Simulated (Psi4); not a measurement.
# C2H4Si (Si(CCH)H3): PWPB95/DZP (density fitting, density fitting for correlation, Cartesian functions)

What is the energy difference between two shapes of C2H4Si (Si(CCH)H3) at PWPB95/DZP (density fitting, density fitting for correlation, Cartesian functions)? 

The results are computed with Psi4 1.11.

3 further runs of the same task are left out: 3 set aside as unsound or not needed.

## (1) The system as given

C2H4Si has 7 atoms, charge 0, and is taken as a singlet. SMILES: `[H][Si]([H])([H])C#C`. The shape is that of a GFN2-xTB optimisation.

Bond lengths: Si1–C2 1.848 Å, C2–C3 1.202 Å, C3–H4 1.052 Å, Si1–H5 1.465 Å, Si1–H6 1.464 Å, Si1–H7 1.465 Å. Angles: Si1–C2–C3 179.3°, C2–Si1–H5 108.0°, C2–Si1–H6 108.2°, C2–Si1–H7 108.1°, C2–C3–H4 179.9°, H5–Si1–H6 110.8°, H5–Si1–H7 110.8°, H6–Si1–H7 110.8°.

## (2) A single-point energy at PWPB95/DZP (density fitting, density fitting for correlation, Cartesian functions)

c2h4si.in reads:

```
memory 1600 mb

molecule {
  0 1
  Si    -0.001310     0.003080    -1.091050
  C     -0.008950     0.001360     0.757280
  C      0.000000    -0.004760     1.959370
  H      0.006250    -0.009300     3.011790
  H      1.393830     0.007600    -1.537640
  H     -0.698780     1.206490    -1.549220
  H     -0.691030    -1.204480    -1.550540
  no_reorient
  no_com
}

set reference rks
set freeze_core true

e_tot = energy('pwpb95/DZP')
```

The run is started by

```bash
psi4 -i c2h4si.in -o c2h4si.out -n 1
```

c2h4si.out:

```text
[...]
  Running in c1 symmetry.
[...]
  Nuclear repulsion =   82.929912490938520
[...]
  Multiplicity = 1
[...]
  Nalpha       = 15
  Nbeta        = 15
[...]
    Number of basis functions: 76
[...]
   @DF-RKS iter   1:  -367.67687371783916   -7.03133e-01   5.60033e-03 ADIIS/DIIS
[...]
   @DF-RKS iter   7:  -367.79059269335534   -1.38860e-07   6.24394e-07 DIIS
[...]
    Orbital Energies [Eh]
    ---------------------
    Doubly Occupied:
       1A    -67.152278     2A    -10.592099     3A    -10.575810
       4A     -5.606198     5A     -3.872324     6A     -3.871310
       7A     -3.871308     8A     -0.848771     9A     -0.657699
      10A     -0.596780    11A     -0.456765    12A     -0.419152
      13A     -0.419122    14A     -0.332075    15A     -0.332034
[...]
  @DF-RKS Final Energy:  -367.79059269335534
   => Energetics <=
    Nuclear Repulsion Energy =             82.9299124909385199
    One-Electron Energy =                -670.0110824824430438
    Two-Electron Energy =                 236.2028255324975419
    DFT Exchange-Correlation Energy =     -16.9122482343483398
    Empirical Dispersion Energy =           0.0000000000000000
    VV10 Nonlocal Energy =                  0.0000000000000000
    Total Energy =                       -367.7905926933553928
[...]
 Multipole Moments:
 ------------------------------------------------------------------------------------
     Multipole            Electronic (a.u.)      Nuclear  (a.u.)        Total (a.u.)
 ------------------------------------------------------------------------------------
 L = 1.  Multiply by 2.5417464519 to convert [e a0] to [Debye]
 Dipole X            :          0.1215995           -0.1167284            0.0048712
 Dipole Y            :         -0.0451780            0.0435204           -0.0016576
 Dipole Z            :          1.1535116           -1.1346105            0.0189011
 Magnitude           :                                                    0.0195890
[...]
```

Run time: 5.1 s. Hardware: 1 thread of Intel Xeon 6975P-C (Granite Rapids), shared host; peak memory 0.87 GiB.

## (3) The distorted shape

c2h4si.in reads:

```
memory 1600 MB

molecule {
  0 1
  Si     0.018941     0.000222    -1.107384
  C      0.058390    -0.017359     0.773434
  C      0.040016     0.030113     2.092004
  H      0.063743     0.030250     3.049361
  H      1.402462     0.006726    -1.584698
  H     -0.647146     1.248168    -1.476423
  H     -0.706226    -1.178141    -1.555940
  no_reorient
  no_com
}

set globals {
  reference rks
  freeze_core true
}

result = energy('pwpb95/DZP')
```

The run is started by

```bash
psi4 c2h4si.in c2h4si.out -n 1
```

c2h4si.out:

```text
[...]
  Running in c1 symmetry.
[...]
  Nuclear repulsion =   80.636883235233356
[...]
  Multiplicity = 1
[...]
  Nalpha       = 15
  Nbeta        = 15
[...]
    Number of basis functions: 76
[...]
   @DF-RKS iter   1:  -367.67618262912492   -8.23990e-01   4.61440e-03 ADIIS/DIIS
[...]
   @DF-RKS iter   7:  -367.75837523134305   -1.22226e-07   6.56970e-07 DIIS
[...]
    Orbital Energies [Eh]
    ---------------------
    Doubly Occupied:
       1A    -67.160171     2A    -10.609210     3A    -10.603673
       4A     -5.613509     5A     -3.879856     6A     -3.878540
       7A     -3.878449     8A     -0.824719     9A     -0.676051
      10A     -0.611172    11A     -0.457804    12A     -0.425630
      13A     -0.421212    14A     -0.313432    15A     -0.312937
[...]
  @DF-RKS Final Energy:  -367.75837523134305
   => Energetics <=
    Nuclear Repulsion Energy =             80.6368832352333555
    One-Electron Energy =                -665.2605709230667799
    Two-Electron Energy =                 233.7414017037933149
    DFT Exchange-Correlation Energy =     -16.8760892473029216
    Empirical Dispersion Energy =           0.0000000000000000
    VV10 Nonlocal Energy =                  0.0000000000000000
    Total Energy =                       -367.7583752313430523
[...]
 Multipole Moments:
 ------------------------------------------------------------------------------------
     Multipole            Electronic (a.u.)      Nuclear  (a.u.)        Total (a.u.)
 ------------------------------------------------------------------------------------
 L = 1.  Multiply by 2.5417464519 to convert [e a0] to [Debye]
 Dipole X            :         -1.8419311            1.8300920           -0.0118390
 Dipole Y            :         -0.3725957            0.3526890           -0.0199067
 Dipole Z            :         -0.3941040            0.2297000           -0.1644040
 Magnitude           :                                                    0.1660275
[...]
```

Run time: 5.1 s. Hardware: 1 thread of Intel Xeon 6975P-C (Granite Rapids), shared host; peak memory 0.86 GiB.

## (4) Results

At PWPB95/DZP (density fitting, density fitting for correlation, Cartesian functions), 7 core orbitals frozen:

| quantity | value |
| --- | --- |
| first shape: total energy | -367.88387 Eh |
| first shape: HOMO energy (SCF part's orbitals) | -9.04 eV |
| first shape: LUMO energy (SCF part's orbitals) | 1.49 eV |
| first shape: HOMO–LUMO gap (SCF part's orbitals) | 10.52 eV |
| distorted shape: total energy | -367.85747 Eh |
| distorted shape: HOMO energy (SCF part's orbitals) | -8.52 eV |
| distorted shape: LUMO energy (SCF part's orbitals) | 0.90 eV |
| distorted shape: HOMO–LUMO gap (SCF part's orbitals) | 9.41 eV |
| energy change with the atoms displaced | 0.718 eV |

**Reading.** With the atoms displaced the energy rises by 0.72 eV (16.6 kcal/mol). The first shape isn't relaxed at this level, so the change isn't measured from a minimum.
